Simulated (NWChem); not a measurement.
Molecule: hydrogen peroxide (H$_{2}$O$_{2}$); SMILES OO

Program: NWChem. Pople sets run with spherical d functions. Medium grid unless said otherwise, to which SCAN and Minnesota functionals are sensitive. Structure relaxed at the B3LYP/6-31G* (spherical d) level. Computed dipoles belong to the equilibrium geometry; the measured one is vibrationally averaged.

Measured dipole moment: 1.77 D (NIST CCCBDB, as tabulated in the package chemicals).

```tsv
level	dipole moment (D)	computed − measured
B3LYP/6-31G*	1.82	+0.05
PBE/6-31G*	(withheld)	(withheld)
B97-D/6-31G*	1.78	+0.01
B3PW91/6-31G*	1.84	+0.07
BHandHLYP/6-31G*	1.88	+0.11
N12/6-31G*	1.80	+0.03
RPBE/6-31G*	(withheld)	(withheld)
r2SCAN/6-31G*	1.84	+0.07
TPSSh/6-31G*	1.81	+0.04
```

**Question.** Fill in the missing entries.

**Answer.** 
- RPBE/6-31G*, dipole moment (D): 1.74
- RPBE/6-31G*, computed − measured: -0.03
- PBE/6-31G*, dipole moment (D): 1.77
- PBE/6-31G*, computed − measured: 0.00
